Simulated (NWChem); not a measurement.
**Atomisation of CN**

```
C
N 1 1.1825
```
Charge 0, spin multiplicity 2.

All runs are NWChem calculations. All single points use one geometry, from UPBE/def2-SVP, a minimum by its harmonic frequencies.

Basis set: def2-TZVP. The atomisation energy is electronic alone: no zero-point, thermal, spin-orbit or counterpoise terms. No value is extrapolated to the basis-set limit. Free atoms are single determinants with multiplicities C 3, N 4. Correlated methods freeze the same cores in atoms and molecule, 2 orbitals in all.

```
method                        atomisation energy (kcal/mol)             remark
----------------------------  -----------------------------  -----------------
LDA (SVWN5)                                           218.7                  -
PBE                                                   197.2                  -
B3LYP                                                 178.7                  -
PBE0                                                  177.9                  -
TPSS                                                  182.7                  -
M06-2X                                                175.8                  -
HF                                                     89.3  spin-contaminated
MP2                                                   158.2  spin-contaminated
LC-wPBE (omega 0.3 per bohr)                          184.3                  -
CCSD(T)                                               171.7   large amplitudes
```

The values span 129.4 kcal/mol, from HF (lowest) to LDA (SVWN5) (highest). 

B3LYP has NWChem's definition, with VWN1-RPA local correlation. The structure started from a generated list of species. The unpaired electrons of the parent sit in orbitals of symmetry a1 (C2v labels of the run); other states weren't searched. The stability of the SCF solutions was not checked. Open-shell Hartree-Fock references start from PBE0 orbitals. No row is a measurement; the coupled-cluster row has its own basis-set and correlation limits.
